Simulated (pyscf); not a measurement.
## Insertion: GeH₂ [singlet] + NH₃ → H₂N–GeH₃

Gas phase, singlet surface, charge 0. Bonds broken: N4–H5. Bonds formed: Ge1–N4, Ge1–H5. Single points on ωB97X-D3(BJ)/def2-SVP structures (PySCF, gas phase). Correlated levels are frozen-core, on RHF or UHF. ΔMP2 is the change of the MP2 total energy from the triple- to the quadruple-zeta basis.

Transition state (Å):

```xyz
7

Ge     0.5412     0.1511    -0.2355
H      0.2358     1.3495    -1.1696
H      0.7890     0.7545     1.1664
N     -1.1807    -0.8442     0.0453
H      0.1250    -1.4216    -0.2837
H     -1.7125    -0.7958     0.9141
H     -1.7984    -0.9047    -0.7618
```

One imaginary mode, 1617i cm⁻¹; descent along it reached the two sides named, in the forms told below.

| bond | change | reactant side (Å) | saddle | product side |
|---|---|---|---|---|
| N4–H5 | breaks | 1.021 | 1.465 | 2.7 |
| Ge1–N4 | forms | 2.186 | 2.009 | 1.839 |
| Ge1–H5 | forms | 2.7 | 1.627 | 1.536 |

Electronic energies relative to the separated reactants (kcal/mol):

| level | barrier | reaction energy | reverse barrier |
|---|---|---|---|
| ωB97X-D3(BJ)/def2-TZVP | 21.1 | -42.2 | 63.2 |
| PBE/def2-TZVP | 14.1 | -36.9 | 51.0 |
| r²SCAN/def2-TZVP | 13.7 | -42.2 | 55.9 |
| B3LYP-D3(BJ)/def2-TZVP | 21.5 | -35.9 | 57.4 |
| PBE0-D3(BJ)/def2-TZVP | 17.0 | -40.6 | 57.7 |
| M06-2X/def2-TZVP | 21.2 | -40.5 | 61.7 |
| ωB97M-D3(BJ)/def2-TZVP | 24.0 | -36.5 | 60.5 |
| HF/def2-TZVP | 41.5 | -35.9 | 77.4 |
| MP2/def2-QZVPP | 17.6 | -43.7 | 61.3 |
| CCSD/def2-TZVPP | 25.3 | -39.7 | 65.0 |
| CCSD(T)/def2-TZVPP | 21.6 | -40.6 | 62.2 |
| CCSD(T)/def2-TZVPP + ΔMP2(QZVPP) | 21.5 | -39.8 | 61.3 |

With CCSD(T)/def2-TZVPP + ΔMP2(QZVPP) energies and thermal terms (ideal gas, 1 atm, RRHO with modes under 100 cm⁻¹ raised to 100, one conformer, R ln 2 for rigid chiral ones), in kcal/mol:

```json
[
 {"T (K)": "298", "ΔH‡": "20.1", "ΔG‡": "29.5", "ΔH": "-39.0", "ΔG": "-29.2"},
 {"T (K)": "600", "ΔH‡": "20.4", "ΔG‡": "38.9", "ΔH": "-38.5", "ΔG": "-19.3"},
 {"T (K)": "900", "ΔH‡": "21.2", "ΔG‡": "48.0", "ΔH": "-37.4", "ΔG": "-9.9"},
 {"T (K)": "1200", "ΔH‡": "22.0", "ΔG‡": "56.8", "ΔH": "-36.2", "ΔG": "-1.0"}
]
```

On the reactant side the descent ends in an adduct with a Ge–N contact, 27.4 kcal/mol under the separated species and 48.5 kcal/mol under the saddle at ωB97X-D3(BJ)/def2-TZVP. What is counted as formed (Ge–N) is already present as a longer contact in the reactant adduct; forming that adduct is a step of its own. The same reactants have a lower exit, to H₂N–GeH: [singlet] + H₂ (barrier +11.6 kcal/mol at ωB97M-D3(BJ), against +24.0 kcal/mol here). One saddle was located; it need not be the lowest between these sides. The CCSD(T) − MP2 part came from Ansatz, without density fitting, on the same reference. The frozen core leaves the outer d or s,p core shells of the metals and heavy elements correlated in the MP2 and CC values, and def2-TZVPP describes them poorly, which can shift differences by a few kcal/mol. Elements up to Kr have no core potential and no relativistic terms here.
